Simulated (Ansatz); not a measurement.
A calculation with Ansatz (development build ahead of 0.2.0).

```yaml
crystal:
  periodic: [false, false, false]
  atoms:
    - { symbol: Al, position_ang: [0.0, 0.0, 0.0] }
    - { symbol: S, position_ang: [0.0, 2.1832, 0.0] }
    - { symbol: S, position_ang: [0.0, -2.1832, 0.0] }
basis:
  gaussian: { orbitals: pcseg-2 }
magnetization:
  initial_magnetization: 3
hamiltonian:
  xc: pbe0
```

The input is written out in the form of the current development build from the run's settings.

The run gave:

- Converged: yes
- Total energy: -1038.38331 hartree
- Spin squared of the determinant: 3.750
- Stability test: minimum among restricted orbitals

Caution: other spin multiplicities may lie lower.
